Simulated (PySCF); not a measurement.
# Magnesium: a sound run and one with changed settings

Sound run: Mg [Ne] 3s2, Mg⁺ [Ne] 3s1. Computed with PySCF 2.14 in aug-cc-pVDZ, with the non-relativistic Hamiltonian (point nucleus). In the sound run the correlated levels freeze [Ne]. The sound run starts from symmetry-adapted Hartree-Fock orbitals and uses a fine grid where one is needed.

Changed run: initial guess atom, at most 5 SCF cycles. This setting is unsound on purpose.

```json
{"species": "Mg", "method": "UHF", "sound run (hartree)": "-199.60834", "changed run (hartree)": "-199.60834", "converged": "yes"}
{"species": "Mg", "method": "r2SCAN", "sound run (hartree)": "-200.03362", "changed run (hartree)": "-200.03362", "converged": "yes"}
{"species": "Mg", "method": "M06-2X", "sound run (hartree)": "-200.05016", "changed run (hartree)": "-200.05016", "converged": "yes"}
{"species": "Mg", "method": "MP2", "sound run (hartree)": "-199.63003", "changed run (hartree)": "-199.63003", "converged": "yes"}
{"species": "Mg", "method": "CCSD(T)", "sound run (hartree)": "-199.64129", "changed run (hartree)": "-199.64129", "converged": "yes"}
{"species": "Mg⁺", "method": "UHF", "sound run (hartree)": "-199.36492", "changed run (hartree)": "-199.36492", "converged": "no"}
{"species": "Mg⁺", "method": "r2SCAN", "sound run (hartree)": "-199.76196", "changed run (hartree)": "-199.76196", "converged": "no"}
{"species": "Mg⁺", "method": "M06-2X", "sound run (hartree)": "-199.76414", "changed run (hartree)": "-199.76414", "converged": "no"}
```

The SCF was stopped early; the energies are upper bounds that still move, and correlated levels were skipped or rest on poor orbitals.
